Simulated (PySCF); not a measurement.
C5H8O (charge -1 and doublet state).
Geometry (GFN2-xTB, Å), atoms numbered from 1 in this order:
```xyz
14
C5H8O angstrom
C      2.0562    0.1189   -0.1273
O      0.9992   -0.7585    0.0556
C     -0.3310   -0.0885   -0.0348
C     -1.3141   -1.1197    0.5025
C     -0.4285    1.3673    0.1925
C     -0.6273    0.8536   -1.1330
H      1.7202    1.1295    0.1759
H      2.9043   -0.2124    0.4853
H      2.3740    0.1646   -1.1820
H     -1.0890   -1.3718    1.5431
H     -2.3274   -0.7199    0.4514
H     -1.2703   -2.0420   -0.0834
H     -1.1313    1.8532    0.8842
H     -1.5358    0.8252   -1.7520
```

The hyperfine couplings belong to this conformer and change with its torsions.

The species is `[CH]1[CH-]C1(OC)C` [radical] (charge -1).

Level of theory: UKS B3LYP, pcH-1 on C H O, non-relativistic, mean-field spin-orbit, GIAO (PySCF 2.14.0). Whether the extra electron is bound in the gas phase wasn't checked; a finite basis holds it in any case. Couplings are sensitive to structure, and on GFN2-xTB geometries they can be far from those on DFT ones, by a factor of two or more for some ions and for spin on atoms past the first row. Stability of the SCF solution: not tested.

Match the computed a_iso(1H) values +56.2, +10.0, -0.6 MHz (means over equivalent nuclei) with the sites H7/H8/H9; H10/H11/H12; H13/H14.

```
       site  a_iso (MHz)  ρ(0) (bohr⁻³)         position  distance from C6 (Å)  bound to  spin population there  largest |T| (MHz)
   H7/H8/H9         -0.6        -0.0001  4 bonds from C5                  3.27        C1                  +0.01                6.3
H10/H11/H12        +10.0        +0.0022  3 bonds from C5                  3.15        C4                   0.00                3.4
    H13/H14        +56.2        +0.0126   1 bond from C5                  1.70     C5/C6                  +0.47               18.0
```

ρ(0) is the spin density at the nucleus and T the dipolar tensor; entries for several nuclei are means. Largest spin populations (Mulliken): C6 (+0.51) and C5 (+0.44). The angles at C6 add up to 315.6°, so it is pyramidal. Main spin sites, with 60 % or more of the largest population: C5, C6; positions count bonds from the nearest.

Class means assume fast exchange of nuclei equivalent by connectivity; if that motion is slow, each nucleus keeps its own coupling. The three 1H nuclei of mean +10.0 MHz run from -1.1 to 16.3 MHz in the frozen geometry. The three 1H nuclei of mean -0.6 MHz run from -5.0 to 4.7 MHz in the frozen geometry.

C5, the radical centre as drawn in `COC1(C)[CH][CH-]1`, holds a spin population of +0.44 out of 1.

The run took 36 s wall (with the writing of density and orbital grids) on one thread of an Arm Neoverse V1, no GPU, on a shared host, and the process peaked at 0.84 GiB of memory.
